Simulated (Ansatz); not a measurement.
A first, cheap relaxation of `CN1COC1F`.

```yaml
crystal:
  periodic: [false, false, false]
  atoms:
    - {symbol: C, position_ang: [-1.032500, -0.699200, 0.529100]}
    - {symbol: N, position_ang: [-0.411000, 0.089800, -0.543700]}
    - {symbol: C, position_ang: [0.875100, -0.492500, -0.809900]}
    - {symbol: O, position_ang: [1.539600, 0.453700, 0.134400]}
    - {symbol: C, position_ang: [0.283100, 1.245900, 0.009800]}
    - {symbol: F, position_ang: [-0.197200, 1.676900, 1.216400]}
    - {symbol: H, position_ang: [-0.429600, -0.845200, 1.402600]}
    - {symbol: H, position_ang: [-1.382300, -1.604200, 0.123300]}
    - {symbol: H, position_ang: [-1.970300, -0.095200, 0.888900]}
    - {symbol: H, position_ang: [1.300800, -0.339000, -1.783900]}
    - {symbol: H, position_ang: [1.050000, -1.535100, -0.474700]}
    - {symbol: H, position_ang: [0.451300, 2.088700, -0.658200]}
basis:
  gaussian: {orbitals: def2-SVP}
hamiltonian: {xc: pbe, dispersion: d4}
relax: {f_tol: 0.03, max_steps: 200}
```

```sh
$ ansatz run in.yaml --threads 4 --pin off --events-out ev --progress --plain --max-ram 10444MiB
```

Output, abridged:

```
Functional definition: PBE
mean field -9443.07097495 eV, -347.0264575859 hartree, gradient 4.6e-5 eV, S^2 0.000000; 0 other end points of the search recorded, 0 dependent functions left out
relax step   1: F+E_penalty+E_count = -9443.29986821 eV  Δ(F+E_penalty+E_count) = +0.000e0 eV  max|allowed force component| = 3.282e0 eV/Å  Δτ_max = 0.0000 Å  (30 SCF iters, accepted)
mean field -9443.46488366 eV, -347.0409334643 hartree, gradient 1.9e-5 eV, S^2 0.000000; 0 other end points of the search recorded, 0 dependent functions left out
relax step   2: F+E_penalty+E_count = -9443.69183776 eV  Δ(F+E_penalty+E_count) = -3.920e-1 eV  max|allowed force component| = 1.675e0 eV/Å  Δτ_max = 0.1357 Å  (30 SCF iters, accepted)
mean field -9443.59065593 eV, -347.0455555096 hartree, gradient 1.5e-5 eV, S^2 0.000000; 0 other end points of the search recorded, 0 dependent functions left out
relax step   3: F+E_penalty+E_count = -9443.81625142 eV  Δ(F+E_penalty+E_count) = -1.244e-1 eV  max|allowed force component| = 7.650e-1 eV/Å  Δτ_max = 0.1049 Å  (29 SCF iters, accepted)
mean field -9443.67787560 eV, -347.0487607736 hartree, gradient 1.1e-5 eV, S^2 0.000000; 0 other end points of the search recorded, 0 dependent functions left out
relax step   4: F+E_penalty+E_count = -9443.90175507 eV  Δ(F+E_penalty+E_count) = -8.550e-2 eV  max|allowed force component| = 4.110e-1 eV/Å  Δτ_max = 0.1999 Å  (36 SCF iters, accepted)
mean field -9443.75037608 eV, -347.0514251169 hartree, gradient 1.0e-5 eV, S^2 0.000000; 0 other end points of the search recorded, 0 dependent functions left out
relax step   5: F+E_penalty+E_count = -9443.97344998 eV  Δ(F+E_penalty+E_count) = -7.169e-2 eV  max|allowed force component| = 4.845e-1 eV/Å  Δτ_max = 0.1941 Å  (36 SCF iters, accepted)
mean field -9443.79639420 eV, -347.0531162519 hartree, gradient 8.5e-6 eV, S^2 0.000000; 0 other end points of the search recorded, 0 dependent functions left out
relax step   6: F+E_penalty+E_count = -9444.01841578 eV  Δ(F+E_penalty+E_count) = -4.497e-2 eV  max|allowed force component| = 2.304e-1 eV/Å  Δτ_max = 0.1999 Å  (36 SCF iters, accepted)
mean field -9443.80303518 eV, -347.0533603033 hartree, gradient 8.9e-6 eV, S^2 0.000000; 0 other end points of the search recorded, 0 dependent functions left out
relax step   7: F+E_penalty+E_count = -9444.02564642 eV  Δ(F+E_penalty+E_count) = -7.231e-3 eV  max|allowed force component| = 1.543e-1 eV/Å  Δτ_max = 0.0351 Å  (30 SCF iters, accepted)
mean field -9443.80404229 eV, -347.0533973139 hartree, gradient 9.0e-6 eV, S^2 0.000000; 0 other end points of the search recorded, 0 dependent functions left out
relax step   8: F+E_penalty+E_count = -9444.02686878 eV  Δ(F+E_penalty+E_count) = -1.222e-3 eV  max|allowed force component| = 6.275e-2 eV/Å  Δτ_max = 0.0207 Å  (31 SCF iters, accepted)
mean field -9443.80437734 eV, -347.0534096269 hartree, gradient 9.0e-6 eV, S^2 0.000000; 0 other end points of the search recorded, 0 dependent functions left out
relax step   9: F+E_penalty+E_count = -9444.02708155 eV  Δ(F+E_penalty+E_count) = -2.128e-4 eV  max|allowed force component| = 5.230e-2 eV/Å  Δτ_max = 0.0078 Å  (32 SCF iters, accepted)
mean field -9443.80444070 eV, -347.0534119551 hartree, gradient 8.9e-6 eV, S^2 0.000000; 0 other end points of the search recorded, 0 dependent functions left out
relax step  10: F+E_penalty+E_count = -9444.02716179 eV  Δ(F+E_penalty+E_count) = -8.024e-5 eV  max|allowed force component| = 1.549e-2 eV/Å  Δτ_max = 0.0225 Å  (31 SCF iters, accepted)
mean field -9443.80444070 eV, -347.0534119551 hartree, gradient 8.9e-6 eV, S^2 0.000000; 1 other end points of the search recorded, 0 dependent functions left out
Total energy: -9444.02719140 eV, -347.0615978925 hartree
Atom 0 at    -1.213289    -0.671526     0.451855 Å, force    -0.002010    -0.006131     0.012343 eV/Å
Atom 1 at    -0.297889     0.043312    -0.410162 Å, force     0.002561    -0.008773    -0.015485 eV/Å
Atom 2 at     1.028491    -0.474147    -0.739071 Å, force     0.003028    -0.000030     0.012250 eV/Å
Atom 3 at     1.599641     0.834652    -0.519716 Å, force    -0.003884    -0.000892    -0.002838 eV/Å
Atom 4 at     0.370311     1.247613     0.019632 Å, force     0.004315     0.006918    -0.015289 eV/Å
Atom 5 at     0.433482     1.391381     1.403975 Å, force    -0.002838     0.000009     0.013481 eV/Å
Atom 6 at    -0.772338    -0.969974     1.433642 Å, force    -0.003886    -0.000878    -0.006255 eV/Å
Atom 7 at    -1.570030    -1.583926    -0.067504 Å, force     0.001674     0.005132     0.002002 eV/Å
Atom 8 at    -2.101588    -0.039493     0.651604 Å, force     0.001114    -0.003615     0.001787 eV/Å
Atom 9 at     1.164027    -0.815680    -1.790139 Å, force    -0.001498     0.000024    -0.001449 eV/Å
Atom 10 at     1.432156    -1.245013    -0.033451 Å, force    -0.003848     0.003926    -0.002999 eV/Å
Atom 11 at     0.004025     2.227400    -0.366566 Å, force     0.005272     0.004309     0.002452 eV/Å
Dipole moment:    -0.255715    -0.316697    -0.115298 e Å
```

It took 13 s on 4 threads of an Intel Xeon Platinum 8488C on a shared host, with 0.18 GiB of host memory at the peak.
